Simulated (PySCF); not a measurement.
## Shieldings and the share of exact exchange

Molecule: Tetrafluoroethylene (SMILES FC(F)=C(F)F).

Numbering as in the mapped SMILES `[F:1][C:2]([F:3])=[C:4]([F:5])[F:6]`.

GIAO shieldings (ppm, equivalent atoms averaged) in PySCF 2.14.0 with density-fitted response routines on the PBE0-D3(BJ)/def2-SVP geometry, basis pcSseg-2, gas phase, non-relativistic:

```tsv
functional	exact exchange (%)	σ(F1/F3/F5/F6)	σ(C2/C4)
BLYP	0	293.2	18.4
BP86	0	295.3	24.3
PBE	0	293.8	24.1
PBE0	25	312.9	30.2
mPW1PW91	25	313.1	29.3
BHandHLYP	50	329.2	31.1
HF	100	358.5	46.1
```

Q: Fit each shielding as a line in the percentage of exact exchange.

A: σ(F1/F3/F5/F6) = 295.2 + 0.65 x (rms 1.5 ppm); σ(C2/C4) = 22.5 + 0.23 x (rms 2.3 ppm). The functionals also differ in their semilocal parts, which the line can't hold; Hartree–Fock has no correlation at all.

Q: What does the line predict for B3LYP (20 %), and what does the run give?

A: σ(F1/F3/F5/F6): 308.2 predicted, 308.8 computed; σ(C2/C4): 27.1 predicted, 23.5 computed ppm.
